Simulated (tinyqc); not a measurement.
Inside a calculation. Method: G0W0 on RHF in the sto-3g basis, for H2O, spin multiplicity 1. One step of it, computed by the program tinyqc.

Problem. Iteration 9 (converged): orbitals. Diagonalise F' = X^T F X, C = X C', fill 5 alpha and 5 beta electrons from the bottom; D = 2 C_occ C_occ^T. Each column has its largest component positive (the first on a tie).

converged F (hartree):
```
,1O 1s,1O 2s,1O 2px,1O 2py,1O 2pz,2H 1s,3H 1s
1O 1s,-20.248247,-5.165055,0.000000,-0.001560,-0.029535,-1.249574,-1.052581
1O 2s,-5.165055,-2.449566,0.000000,-0.018039,-0.132938,-1.060915,-0.941982
1O 2px,0.000000,0.000000,-0.397756,0.000000,0.000000,0.000000,0.000000
1O 2py,-0.001560,-0.018039,0.000000,-0.299470,-0.020533,-0.375680,0.353903
1O 2pz,-0.029535,-0.132938,0.000000,-0.020533,-0.352087,-0.415842,-0.393665
2H 1s,-1.249574,-1.060915,0.000000,-0.375680,-0.415842,-0.617234,-0.427228
3H 1s,-1.052581,-0.941982,0.000000,0.353903,-0.393665,-0.427228,-0.522134
```

X:
```
,1,2,3,4,5,6,7
1O 1s,-0.289610,0.100151,0.753207,0.000000,0.623546,-0.000393,0.141130
1O 2s,1.117322,-0.289084,-0.324912,0.000000,0.331570,-0.005377,0.402495
1O 2px,0.000000,0.000000,0.000000,1.000000,0.000000,0.000000,0.000000
1O 2py,0.269818,0.829410,-0.002175,0.000000,-0.017212,0.724997,0.015053
1O 2pz,0.578378,-0.155768,0.649691,0.000000,-0.613097,-0.014909,0.211294
2H 1s,-0.990268,-0.642640,-0.144169,0.000000,-0.120683,0.338515,0.390393
3H 1s,-0.407716,1.025416,-0.155064,0.000000,-0.122270,-0.378007,0.364272
```

Give: F' = X^T F X; orbital energies; coefficients C; D after iteration 9.

Solution.

F' = X^T F X (hartree):
```
,1,2,3,4,5,6,7
1,0.256,0.197,1.513,0.000,1.060,0.043,0.103
2,0.197,0.592,-0.647,0.000,-0.519,0.131,-0.104
3,1.513,-0.647,-8.903,0.000,-9.004,0.002,-3.544
4,0.000,0.000,0.000,-0.398,0.000,0.000,0.000
5,1.060,-0.519,-9.004,0.000,-9.974,0.013,-3.936
6,0.043,0.131,0.002,0.000,0.013,-0.572,-0.009
7,0.103,-0.104,-3.544,0.000,-3.936,-0.009,-2.698
```

orbital energies (hartree): MO1 -20.257, MO2 -1.274, MO3 -0.587, MO4 -0.477, MO5 -0.398, MO6 0.590, MO7 0.707

coefficients C:
```
,MO1,MO2,MO3,MO4,MO5,MO6,MO7
1O 1s,0.994,-0.232,0.014,0.109,0.000,0.115,0.049
1O 2s,0.026,0.835,-0.076,-0.561,0.000,-0.753,-0.352
1O 2px,0.000,0.000,0.000,0.000,1.000,0.000,0.000
1O 2py,0.000,0.018,0.625,-0.041,0.000,0.323,-0.889
1O 2pz,0.005,0.136,0.053,0.734,0.000,-0.744,-0.296
2H 1s,-0.006,0.170,0.459,0.261,0.000,0.445,1.091
3H 1s,-0.005,0.142,-0.442,0.332,0.000,0.977,-0.501
```

D after iteration 9:
```
,1O 1s,1O 2s,1O 2px,1O 2py,1O 2pz,2H 1s,3H 1s
1O 1s,2.109,-0.460,0.000,0.001,0.107,-0.021,-0.017
1O 2s,-0.460,2.037,0.000,-0.020,-0.605,-0.080,-0.067
1O 2px,0.000,0.000,2.000,0.000,0.000,0.000,0.000
1O 2py,0.001,-0.020,0.000,0.785,0.011,0.558,-0.575
1O 2pz,0.107,-0.605,0.000,0.011,1.121,0.479,0.479
2H 1s,-0.021,-0.080,0.000,0.558,0.479,0.615,-0.183
3H 1s,-0.017,-0.067,0.000,-0.575,0.479,-0.183,0.651
```
